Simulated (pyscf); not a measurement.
Single points on ωB97X-D3(BJ)/def2-SVP structures (PySCF, gas phase). MP2 and CC: frozen core, UHF for open shells. ΔMP2 is the change of the MP2 total energy from the triple- to the quadruple-zeta basis.

SMILES: [InH]=[AsH]
```xyz
4

As     1.7968    -1.5207     0.2890
In     0.5881     0.4845    -0.1037
H      0.5680    -1.8738     1.1413
H     -0.2902     1.9232    -0.3785
```

**Question.** What are the homolytic bond dissociation enthalpies (298 K) of HAs=InH at CCSD(T)/def2-TZVPP + ΔMP2(QZVPP), weakest first?

**Answer.** H–In to [HAs=In]• + H•: 2.40 eV; As–H to •As=InH + H•: 3.22 eV. Ring and multiple bonds, and those that leave no two simple radicals, are not listed. The radicals are drawn with the spin at the cut bond; how far it spreads was not checked. HAs=InH lies 0.97 eV over its isomer H₂As–In [singlet], and others may lie lower still (electronic energy, ωB97M-D3(BJ)). •As=InH lies 0.89 eV over its isomer [HAs=In]•, and others may lie lower still (electronic energy, ωB97M-D3(BJ)). The CCSD(T) − MP2 part came from Ansatz, without density fitting, on the same reference. The frozen core leaves the outer d or s,p core shells of the metals and heavy elements correlated in the MP2 and CC values, and def2-TZVPP describes them poorly, which can shift differences by a few kcal/mol. The term symbol of open-shell •As=InH was not checked; spin-orbit terms are left out. Elements up to Kr have no core potential and no relativistic terms here. Elements past Kr carry the def2 core potentials, without spin-orbit coupling.
